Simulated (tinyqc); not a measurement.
UHF in the sto-3g basis, for HF, spin multiplicity 1, step by step (part 2 of 3). This run ends on a higher stationary point, not on the lowest solution. Computed by tinyqc, a small Python program that keeps every step (integrals from PySCF). Command: `OMP_NUM_THREADS=1 python tinyqc.py 22325 22326 out.jsonl` (the two numbers bound the seeds that draw the settings). One thread of a shared host (Intel(R) Xeon(R) Processor @ 2.60GHz), about 0.2 s of CPU time with the checks.

Geometry (angstrom):
```
atom         x         y         z
F     0.000000  0.000000  0.000000
H     0.000000  0.000000  1.665000
```

## Iteration 2: diagonalisation and new density

extrapolated F(alpha) (hartree), order 1F 1s, 1F 2s, 1F 2px, 1F 2py, 1F 2pz, 2H 1s:
$$\begin{pmatrix}
-26.053379 & -6.652629 & 0.000000 & 0.000000 & -0.008076 & -0.255188 \\
-6.652629 & -3.085891 & 0.000000 & 0.000000 & 0.077632 & -0.299369 \\
0.000000 & 0.000000 & -0.542741 & 0.000000 & 0.000000 & 0.000000 \\
0.000000 & 0.000000 & 0.000000 & -0.542741 & 0.000000 & 0.000000 \\
-0.008076 & 0.077632 & 0.000000 & 0.000000 & -0.178607 & -0.292341 \\
-0.255188 & -0.299369 & 0.000000 & 0.000000 & -0.292341 & -0.138160
\end{pmatrix}$$

extrapolated F(beta) (hartree), order 1F 1s, 1F 2s, 1F 2px, 1F 2py, 1F 2pz, 2H 1s:
$$\begin{pmatrix}
-26.052944 & -6.651980 & 0.000000 & 0.000000 & -0.008298 & -0.255095 \\
-6.651980 & -3.082323 & 0.000000 & 0.000000 & -0.057878 & -0.289423 \\
0.000000 & 0.000000 & -0.542355 & 0.000000 & 0.000000 & 0.000000 \\
0.000000 & 0.000000 & 0.000000 & -0.542355 & 0.000000 & 0.000000 \\
-0.008298 & -0.057878 & 0.000000 & 0.000000 & -0.153514 & -0.292643 \\
-0.255095 & -0.289423 & 0.000000 & 0.000000 & -0.292643 & -0.153503
\end{pmatrix}$$

X, order 1F 1s, 1F 2s, 1F 2px, 1F 2py, 1F 2pz, 2H 1s:
$$\begin{pmatrix}
-0.710671 & 0.387841 & 0.000000 & 0.000000 & -0.344668 & 0.534973 \\
0.813579 & -0.144274 & 0.000000 & 0.000000 & -0.159728 & 0.606083 \\
0.000000 & 0.000000 & 0.996471 & -0.083934 & 0.000000 & 0.000000 \\
0.000000 & 0.000000 & 0.083934 & 0.996471 & 0.000000 & 0.000000 \\
0.173796 & 0.717717 & 0.000000 & 0.000000 & 0.670018 & 0.137785 \\
-0.409503 & -0.655109 & 0.000000 & 0.000000 & 0.565176 & 0.334193
\end{pmatrix}$$

Diagonalise F' = X^T F X, C = X C', fill 5 alpha and 5 beta electrons from the bottom; D(s) = C_occ C_occ^T. Each column has its largest component positive (the first on a tie).

F' = X^T F X (alpha) (hartree):
$$\begin{pmatrix}
-7.420058 & 4.932383 & 0.000000 & 0.000000 & -4.853905 & 8.494019 \\
4.932383 & -3.062569 & 0.000000 & 0.000000 & 3.330937 & -5.998947 \\
0.000000 & 0.000000 & -0.542741 & 0.000000 & 0.000000 & 0.000000 \\
0.000000 & 0.000000 & 0.000000 & -0.542741 & 0.000000 & 0.000000 \\
-4.853905 & 3.330937 & 0.000000 & 0.000000 & -4.111396 & 6.823022 \\
8.494019 & -5.998947 & 0.000000 & 0.000000 & 6.823022 & -13.150496
\end{pmatrix}$$

orbital energies (alpha) (hartree): MO1 -26.062237, MO2 -1.477565, MO3 -0.542741, MO4 -0.542741, MO5 -0.400609, MO6 0.195892

coefficients C (alpha), order 1F 1s, 1F 2s, 1F 2px, 1F 2py, 1F 2pz, 2H 1s:
$$\begin{pmatrix}
0.995156 & -0.262375 & 0.000000 & 0.000000 & 0.008907 & 0.034785 \\
0.019644 & 1.021793 & 0.000000 & 0.000000 & -0.059712 & -0.166020 \\
0.000000 & 0.000000 & 0.959456 & -0.281857 & 0.000000 & 0.000000 \\
0.000000 & 0.000000 & 0.281857 & 0.959456 & 0.000000 & 0.000000 \\
0.000380 & -0.058628 & 0.000000 & 0.000000 & 0.716297 & -0.704779 \\
-0.001249 & 0.042398 & 0.000000 & 0.000000 & 0.625023 & 0.797193
\end{pmatrix}$$

F' = X^T F X (beta) (hartree):
$$\begin{pmatrix}
-7.464838 & 4.850937 & 0.000000 & 0.000000 & -4.912632 & 8.469045 \\
4.850937 & -3.026104 & 0.000000 & 0.000000 & 3.377613 & -6.054070 \\
0.000000 & 0.000000 & -0.542355 & 0.000000 & 0.000000 & 0.000000 \\
0.000000 & 0.000000 & 0.000000 & -0.542355 & 0.000000 & 0.000000 \\
-4.912632 & 3.377613 & 0.000000 & 0.000000 & -4.077771 & 6.772510 \\
8.469045 & -6.054070 & 0.000000 & 0.000000 & 6.772510 & -13.168508
\end{pmatrix}$$

orbital energies (beta) (hartree): MO1 -26.061783, MO2 -1.471804, MO3 -0.542355, MO4 -0.542355, MO5 -0.375568, MO6 0.171933

coefficients C (beta), order 1F 1s, 1F 2s, 1F 2px, 1F 2py, 1F 2pz, 2H 1s:
$$\begin{pmatrix}
0.995162 & -0.262281 & 0.000000 & 0.000000 & 0.032093 & 0.017268 \\
0.019623 & 1.021255 & 0.000000 & 0.000000 & -0.151322 & -0.096589 \\
0.000000 & 0.000000 & 0.369783 & 0.929118 & 0.000000 & 0.000000 \\
0.000000 & 0.000000 & 0.929118 & -0.369783 & 0.000000 & 0.000000 \\
0.000493 & 0.047567 & 0.000000 & 0.000000 & 0.691966 & -0.729488 \\
-0.001270 & 0.045954 & 0.000000 & 0.000000 & 0.648498 & 0.778014
\end{pmatrix}$$

D(alpha) after iteration 2, order 1F 1s, 1F 2s, 1F 2px, 1F 2py, 1F 2pz, 2H 1s:
$$\begin{pmatrix}
1.059256 & -0.249077 & 0.000000 & 0.000000 & 0.022141 & -0.006800 \\
-0.249077 & 1.048013 & 0.000000 & 0.000000 & -0.102670 & 0.005977 \\
0.000000 & 0.000000 & 1.000000 & 0.000000 & 0.000000 & 0.000000 \\
0.000000 & 0.000000 & 0.000000 & 1.000000 & 0.000000 & 0.000000 \\
0.022141 & -0.102670 & 0.000000 & 0.000000 & 0.516519 & 0.445216 \\
-0.006800 & 0.005977 & 0.000000 & 0.000000 & 0.445216 & 0.392453
\end{pmatrix}$$

D(beta) after iteration 2, order 1F 1s, 1F 2s, 1F 2px, 1F 2py, 1F 2pz, 2H 1s:
$$\begin{pmatrix}
1.060168 & -0.253184 & 0.000000 & 0.000000 & 0.010222 & 0.007495 \\
-0.253184 & 1.066246 & 0.000000 & 0.000000 & -0.056123 & -0.051226 \\
0.000000 & 0.000000 & 1.000000 & 0.000000 & 0.000000 & 0.000000 \\
0.000000 & 0.000000 & 0.000000 & 1.000000 & 0.000000 & 0.000000 \\
0.010222 & -0.056123 & 0.000000 & 0.000000 & 0.481079 & 0.450924 \\
0.007495 & -0.051226 & 0.000000 & 0.000000 & 0.450924 & 0.422663
\end{pmatrix}$$

Within a degenerate level the vectors are fixed only up to a rotation; this is one choice.

## Iteration 3: building the Fock matrix

core Hamiltonian H = T + V (hartree), order 1F 1s, 1F 2s, 1F 2px, 1F 2py, 1F 2pz, 2H 1s:
$$\begin{pmatrix}
-40.342827 & -9.465305 & 0.000000 & 0.000000 & -0.004567 & -0.356919 \\
-9.465305 & -10.821023 & 0.000000 & 0.000000 & -0.057142 & -0.941213 \\
0.000000 & 0.000000 & -8.511189 & 0.000000 & 0.000000 & 0.000000 \\
0.000000 & 0.000000 & 0.000000 & -8.511189 & 0.000000 & 0.000000 \\
-0.004567 & -0.057142 & 0.000000 & 0.000000 & -8.533453 & -0.726512 \\
-0.356919 & -0.941213 & 0.000000 & 0.000000 & -0.726512 & -3.321430
\end{pmatrix}$$

Two-electron integrals (ij|kl) in chemists' order, unique and non-zero (hartree):
```
(11|11) 5.403501   (21|11) 0.841920   (21|21) 0.156299   (22|11) 1.268028
(22|21) 0.292344   (22|22) 0.926167   (31|31) 0.027998   (32|31) 0.043169
(32|32) 0.204588   (33|11) 1.264502   (33|21) 0.292403   (33|22) 0.925959
(33|33) 0.997514   (41|41) 0.027998   (42|41) 0.043169   (42|42) 0.204588
(43|43) 0.053770   (44|11) 1.264502   (44|21) 0.292403   (44|22) 0.925959
(44|33) 0.889973   (44|44) 0.997514   (51|51) 0.027998   (52|51) 0.043169
(52|52) 0.204588   (53|53) 0.053770   (54|54) 0.053770   (55|11) 1.264502
(55|21) 0.292403   (55|22) 0.925959   (55|33) 0.889973   (55|44) 0.889973
(55|55) 0.997514   (61|11) 0.031869   (61|21) 0.005869   (61|22) 0.010921
(61|33) 0.010909   (61|44) 0.010909   (61|51) 0.000219   (61|52) 0.000414
(61|55) 0.010946   (61|61) 0.000222   (62|11) 0.095567   (62|21) 0.022393
(62|22) 0.081219   (62|33) 0.080084   (62|44) 0.080084   (62|51) 0.001473
(62|52) 0.012526   (62|55) 0.083407   (62|61) 0.000852   (62|62) 0.009530
(63|31) 0.002161   (63|32) 0.013571   (63|53) 0.002548   (63|63) 0.001332
(64|41) 0.002161   (64|42) 0.013571   (64|54) 0.002548   (64|64) 0.001332
(65|11) 0.072677   (65|21) 0.017229   (65|22) 0.067092   (65|33) 0.064549
(65|44) 0.064549   (65|51) 0.003054   (65|52) 0.022519   (65|55) 0.072103
(65|61) 0.000675   (65|62) 0.009713   (65|65) 0.011151   (66|11) 0.317183
(66|21) 0.075473   (66|22) 0.316210   (66|33) 0.309501   (66|44) 0.309501
(66|51) 0.004483   (66|52) 0.055127   (66|55) 0.329541   (66|61) 0.002870
(66|62) 0.052257   (66|65) 0.063174   (66|66) 0.774606
```

nuclear repulsion = 2.86041736 hartree

J_ij = sum D_kl (ij|kl) with D = D(alpha) + D(beta), K_ij = sum D_kl (ik|jl) for each spin; F = H + J - K(s); E = tr D H + tr D J / 2 - 0.5 sum_s tr D(s) K(s) + E_nn.

Coulomb J (hartree), order 1F 1s, 1F 2s, 1F 2px, 1F 2py, 1F 2pz, 2H 1s:
$$\begin{pmatrix}
19.987192 & 3.797164 & 0.000000 & 0.000000 & -0.002903 & 0.142645 \\
3.797164 & 9.350212 & 0.000000 & 0.000000 & 0.021983 & 0.810571 \\
0.000000 & 0.000000 & 9.367553 & 0.000000 & 0.000000 & 0.000000 \\
0.000000 & 0.000000 & 0.000000 & 9.367553 & 0.000000 & 0.000000 \\
-0.002903 & 0.021983 & 0.000000 & 0.000000 & 9.289328 & 0.672349 \\
0.142645 & 0.810571 & 0.000000 & 0.000000 & 0.672349 & 3.554413
\end{pmatrix}$$

exchange K(alpha) (hartree), order 1F 1s, 1F 2s, 1F 2px, 1F 2py, 1F 2pz, 2H 1s:
$$\begin{pmatrix}
5.538464 & 0.952741 & 0.000000 & 0.000000 & 0.000272 & 0.039275 \\
0.952741 & 1.520972 & 0.000000 & 0.000000 & -0.057323 & 0.164832 \\
0.000000 & 0.000000 & 1.304544 & 0.000000 & 0.000000 & 0.000000 \\
0.000000 & 0.000000 & 0.000000 & 1.304544 & 0.000000 & 0.000000 \\
0.000272 & -0.057323 & 0.000000 & 0.000000 & 0.914145 & 0.221489 \\
0.039275 & 0.164832 & 0.000000 & 0.000000 & 0.221489 & 0.377092
\end{pmatrix}$$

exchange K(beta) (hartree), order 1F 1s, 1F 2s, 1F 2px, 1F 2py, 1F 2pz, 2H 1s:
$$\begin{pmatrix}
5.538582 & 0.951040 & 0.000000 & 0.000000 & 0.000620 & 0.039477 \\
0.951040 & 1.520129 & 0.000000 & 0.000000 & -0.012087 & 0.153286 \\
0.000000 & 0.000000 & 1.304618 & 0.000000 & 0.000000 & 0.000000 \\
0.000000 & 0.000000 & 0.000000 & 1.304618 & 0.000000 & 0.000000 \\
0.000620 & -0.012087 & 0.000000 & 0.000000 & 0.880865 & 0.224136 \\
0.039477 & 0.153286 & 0.000000 & 0.000000 & 0.224136 & 0.395978
\end{pmatrix}$$

F(alpha) (hartree), order 1F 1s, 1F 2s, 1F 2px, 1F 2py, 1F 2pz, 2H 1s:
$$\begin{pmatrix}
-25.894099 & -6.620882 & 0.000000 & 0.000000 & -0.007742 & -0.253548 \\
-6.620882 & -2.991783 & 0.000000 & 0.000000 & 0.022164 & -0.295475 \\
0.000000 & 0.000000 & -0.448179 & 0.000000 & 0.000000 & 0.000000 \\
0.000000 & 0.000000 & 0.000000 & -0.448179 & 0.000000 & 0.000000 \\
-0.007742 & 0.022164 & 0.000000 & 0.000000 & -0.158270 & -0.275652 \\
-0.253548 & -0.295475 & 0.000000 & 0.000000 & -0.275652 & -0.144109
\end{pmatrix}$$

F(beta) (hartree), order 1F 1s, 1F 2s, 1F 2px, 1F 2py, 1F 2pz, 2H 1s:
$$\begin{pmatrix}
-25.894217 & -6.619181 & 0.000000 & 0.000000 & -0.008090 & -0.253750 \\
-6.619181 & -2.990940 & 0.000000 & 0.000000 & -0.023072 & -0.283928 \\
0.000000 & 0.000000 & -0.448253 & 0.000000 & 0.000000 & 0.000000 \\
0.000000 & 0.000000 & 0.000000 & -0.448253 & 0.000000 & 0.000000 \\
-0.008090 & -0.023072 & 0.000000 & 0.000000 & -0.124991 & -0.278299 \\
-0.253750 & -0.283928 & 0.000000 & 0.000000 & -0.278299 & -0.162995
\end{pmatrix}$$

total energy of this density = -98.35341519 hartree

## Iteration 3: DIIS over 3 matrices

error matrix X^T (FDS - SDF) X (alpha):
$$\begin{pmatrix}
0.000000 & 0.020563 & 0.000000 & 0.000000 & 0.004273 & -0.009096 \\
-0.020563 & 0.000000 & 0.000000 & 0.000000 & 0.008149 & -0.012978 \\
0.000000 & 0.000000 & 0.000000 & 0.000000 & 0.000000 & 0.000000 \\
0.000000 & 0.000000 & 0.000000 & 0.000000 & 0.000000 & 0.000000 \\
-0.004273 & -0.008149 & 0.000000 & 0.000000 & 0.000000 & 0.000907 \\
0.009096 & 0.012978 & 0.000000 & 0.000000 & -0.000907 & 0.000000
\end{pmatrix}$$

B (overlaps of the stored error matrices):
$$\begin{pmatrix}
3.4745335e-01 & 5.6110946e-02 & 2.9687369e-02 \\
5.6110946e-02 & 2.3856113e-02 & 7.7003629e-03 \\
2.9687369e-02 & 7.7003629e-03 & 4.0549964e-03
\end{pmatrix}$$

Minimise |sum c_i e_i|^2 with sum c_i = 1: solve [B -1; -1 0][c; lambda] = [0; -1] with B_ij = tr e_i^T e_j summed over both spins, and take F = sum c_i F_i.

DIIS coefficients: [-0.075780, -0.153411, 1.229191]

extrapolated F(alpha) (hartree), order 1F 1s, 1F 2s, 1F 2px, 1F 2py, 1F 2pz, 2H 1s:
$$\begin{pmatrix}
-25.926346 & -6.626292 & 0.000000 & 0.000000 & -0.008843 & -0.254240 \\
-6.626292 & -3.019638 & 0.000000 & 0.000000 & 0.020344 & -0.290845 \\
0.000000 & 0.000000 & -0.468129 & 0.000000 & 0.000000 & 0.000000 \\
0.000000 & 0.000000 & 0.000000 & -0.468129 & 0.000000 & 0.000000 \\
-0.008843 & 0.020344 & 0.000000 & 0.000000 & -0.159185 & -0.287288 \\
-0.254240 & -0.290845 & 0.000000 & 0.000000 & -0.287288 & -0.140044
\end{pmatrix}$$

extrapolated F(beta) (hartree), order 1F 1s, 1F 2s, 1F 2px, 1F 2py, 1F 2pz, 2H 1s:
$$\begin{pmatrix}
-25.924714 & -6.625176 & 0.000000 & 0.000000 & -0.009122 & -0.253822 \\
-6.625176 & -3.009694 & 0.000000 & 0.000000 & -0.014171 & -0.293797 \\
0.000000 & 0.000000 & -0.465562 & 0.000000 & 0.000000 & 0.000000 \\
0.000000 & 0.000000 & 0.000000 & -0.465562 & 0.000000 & 0.000000 \\
-0.009122 & -0.014171 & 0.000000 & 0.000000 & -0.123880 & -0.285698 \\
-0.253822 & -0.293797 & 0.000000 & 0.000000 & -0.285698 & -0.169690
\end{pmatrix}$$

## Iteration 3: diagonalisation and new density

As before.

F' = X^T F X (alpha) (hartree):
$$\begin{pmatrix}
-7.364088 & 4.865035 & 0.000000 & 0.000000 & -4.858984 & 8.466558 \\
4.865035 & -3.028018 & 0.000000 & 0.000000 & 3.337744 & -5.999258 \\
0.000000 & 0.000000 & -0.468129 & 0.000000 & 0.000000 & 0.000000 \\
0.000000 & 0.000000 & 0.000000 & -0.468129 & 0.000000 & 0.000000 \\
-4.858984 & 3.337744 & 0.000000 & 0.000000 & -4.069063 & 6.768795 \\
8.466558 & -5.999258 & 0.000000 & 0.000000 & 6.768795 & -13.077989
\end{pmatrix}$$

orbital energies (alpha) (hartree): MO1 -25.935382, MO2 -1.408694, MO3 -0.468129, MO4 -0.468129, MO5 -0.380817, MO6 0.185736

coefficients C (alpha), order 1F 1s, 1F 2s, 1F 2px, 1F 2py, 1F 2pz, 2H 1s:
$$\begin{pmatrix}
0.995099 & -0.262754 & 0.000000 & 0.000000 & 0.019772 & 0.028502 \\
0.019866 & 1.022155 & 0.000000 & 0.000000 & -0.102567 & -0.140924 \\
0.000000 & 0.000000 & 0.265238 & 0.964183 & 0.000000 & 0.000000 \\
0.000000 & 0.000000 & 0.964183 & -0.265238 & 0.000000 & 0.000000 \\
0.000457 & -0.013515 & 0.000000 & 0.000000 & 0.708232 & -0.715162 \\
-0.001275 & 0.048886 & 0.000000 & 0.000000 & 0.633825 & 0.789838
\end{pmatrix}$$

F' = X^T F X (beta) (hartree):
$$\begin{pmatrix}
-7.369585 & 4.842050 & 0.000000 & 0.000000 & -4.868736 & 8.467987 \\
4.842050 & -3.017501 & 0.000000 & 0.000000 & 3.373050 & -6.002620 \\
0.000000 & 0.000000 & -0.465562 & 0.000000 & 0.000000 & 0.000000 \\
0.000000 & 0.000000 & 0.000000 & -0.465562 & 0.000000 & 0.000000 \\
-4.868736 & 3.373050 & 0.000000 & 0.000000 & -4.053022 & 6.751224 \\
8.467987 & -6.002620 & 0.000000 & 0.000000 & 6.751224 & -13.082492
\end{pmatrix}$$

orbital energies (beta) (hartree): MO1 -25.933720, MO2 -1.399279, MO3 -0.465562, MO4 -0.465562, MO5 -0.369085, MO6 0.179484

coefficients C (beta), order 1F 1s, 1F 2s, 1F 2px, 1F 2py, 1F 2pz, 2H 1s:
$$\begin{pmatrix}
0.995109 & -0.262397 & 0.000000 & 0.000000 & 0.028484 & -0.023683 \\
0.019830 & 1.020565 & 0.000000 & 0.000000 & -0.138214 & 0.120523 \\
0.000000 & 0.000000 & 0.851056 & 0.525075 & 0.000000 & 0.000000 \\
0.000000 & 0.000000 & -0.525075 & 0.851056 & 0.000000 & 0.000000 \\
0.000495 & 0.015111 & 0.000000 & 0.000000 & 0.665968 & 0.754646 \\
-0.001290 & 0.056754 & 0.000000 & 0.000000 & 0.676707 & -0.752870
\end{pmatrix}$$

D(alpha) after iteration 3, order 1F 1s, 1F 2s, 1F 2px, 1F 2py, 1F 2pz, 2H 1s:
$$\begin{pmatrix}
1.059654 & -0.250835 & 0.000000 & 0.000000 & 0.018009 & -0.001582 \\
-0.250835 & 1.055716 & 0.000000 & 0.000000 & -0.086446 & -0.015066 \\
0.000000 & 0.000000 & 1.000000 & 0.000000 & 0.000000 & 0.000000 \\
0.000000 & 0.000000 & 0.000000 & 1.000000 & 0.000000 & 0.000000 \\
0.018009 & -0.086446 & 0.000000 & 0.000000 & 0.501775 & 0.448234 \\
-0.001582 & -0.015066 & 0.000000 & 0.000000 & 0.448234 & 0.404126
\end{pmatrix}$$

D(beta) after iteration 3, order 1F 1s, 1F 2s, 1F 2px, 1F 2py, 1F 2pz, 2H 1s:
$$\begin{pmatrix}
1.059905 & -0.251997 & 0.000000 & 0.000000 & 0.015498 & 0.003100 \\
-0.251997 & 1.061050 & 0.000000 & 0.000000 & -0.076614 & -0.035635 \\
0.000000 & 0.000000 & 1.000000 & 0.000000 & 0.000000 & 0.000000 \\
0.000000 & 0.000000 & 0.000000 & 1.000000 & 0.000000 & 0.000000 \\
0.015498 & -0.076614 & 0.000000 & 0.000000 & 0.443742 & 0.451522 \\
0.003100 & -0.035635 & 0.000000 & 0.000000 & 0.451522 & 0.461156
\end{pmatrix}$$

Within a degenerate level the vectors are fixed only up to a rotation; this is one choice.

## Iteration 4: building the Fock matrix

As before.

Coulomb J (hartree), order 1F 1s, 1F 2s, 1F 2px, 1F 2py, 1F 2pz, 2H 1s:
$$\begin{pmatrix}
19.939726 & 3.786279 & 0.000000 & 0.000000 & -0.002976 & 0.142237 \\
3.786279 & 9.319625 & 0.000000 & 0.000000 & 0.023128 & 0.808903 \\
0.000000 & 0.000000 & 9.338497 & 0.000000 & 0.000000 & 0.000000 \\
0.000000 & 0.000000 & 0.000000 & 9.338497 & 0.000000 & 0.000000 \\
-0.002976 & 0.023128 & 0.000000 & 0.000000 & 9.255694 & 0.671712 \\
0.142237 & 0.808903 & 0.000000 & 0.000000 & 0.671712 & 3.576289
\end{pmatrix}$$

exchange K(alpha) (hartree), order 1F 1s, 1F 2s, 1F 2px, 1F 2py, 1F 2pz, 2H 1s:
$$\begin{pmatrix}
5.538532 & 0.952030 & 0.000000 & 0.000000 & 0.000435 & 0.039338 \\
0.952030 & 1.521127 & 0.000000 & 0.000000 & -0.041512 & 0.160638 \\
0.000000 & 0.000000 & 1.304669 & 0.000000 & 0.000000 & 0.000000 \\
0.000000 & 0.000000 & 0.000000 & 1.304669 & 0.000000 & 0.000000 \\
0.000435 & -0.041512 & 0.000000 & 0.000000 & 0.900522 & 0.222607 \\
0.039338 & 0.160638 & 0.000000 & 0.000000 & 0.222607 & 0.384562
\end{pmatrix}$$

exchange K(beta) (hartree), order 1F 1s, 1F 2s, 1F 2px, 1F 2py, 1F 2pz, 2H 1s:
$$\begin{pmatrix}
5.537214 & 0.949485 & 0.000000 & 0.000000 & 0.000551 & 0.039268 \\
0.949485 & 1.511048 & 0.000000 & 0.000000 & -0.031888 & 0.157316 \\
0.000000 & 0.000000 & 1.302101 & 0.000000 & 0.000000 & 0.000000 \\
0.000000 & 0.000000 & 0.000000 & 1.302101 & 0.000000 & 0.000000 \\
0.000551 & -0.031888 & 0.000000 & 0.000000 & 0.843843 & 0.222908 \\
0.039268 & 0.157316 & 0.000000 & 0.000000 & 0.222908 & 0.426619
\end{pmatrix}$$

F(alpha) (hartree), order 1F 1s, 1F 2s, 1F 2px, 1F 2py, 1F 2pz, 2H 1s:
$$\begin{pmatrix}
-25.941633 & -6.631057 & 0.000000 & 0.000000 & -0.007978 & -0.254020 \\
-6.631057 & -3.022525 & 0.000000 & 0.000000 & 0.007498 & -0.292948 \\
0.000000 & 0.000000 & -0.477360 & 0.000000 & 0.000000 & 0.000000 \\
0.000000 & 0.000000 & 0.000000 & -0.477360 & 0.000000 & 0.000000 \\
-0.007978 & 0.007498 & 0.000000 & 0.000000 & -0.178281 & -0.277408 \\
-0.254020 & -0.292948 & 0.000000 & 0.000000 & -0.277408 & -0.129703
\end{pmatrix}$$

F(beta) (hartree), order 1F 1s, 1F 2s, 1F 2px, 1F 2py, 1F 2pz, 2H 1s:
$$\begin{pmatrix}
-25.940315 & -6.628512 & 0.000000 & 0.000000 & -0.008094 & -0.253949 \\
-6.628512 & -3.012446 & 0.000000 & 0.000000 & -0.002126 & -0.289626 \\
0.000000 & 0.000000 & -0.474792 & 0.000000 & 0.000000 & 0.000000 \\
0.000000 & 0.000000 & 0.000000 & -0.474792 & 0.000000 & 0.000000 \\
-0.008094 & -0.002126 & 0.000000 & 0.000000 & -0.121602 & -0.277708 \\
-0.253949 & -0.289626 & 0.000000 & 0.000000 & -0.277708 & -0.171761
\end{pmatrix}$$

total energy of this density = -98.35585238 hartree
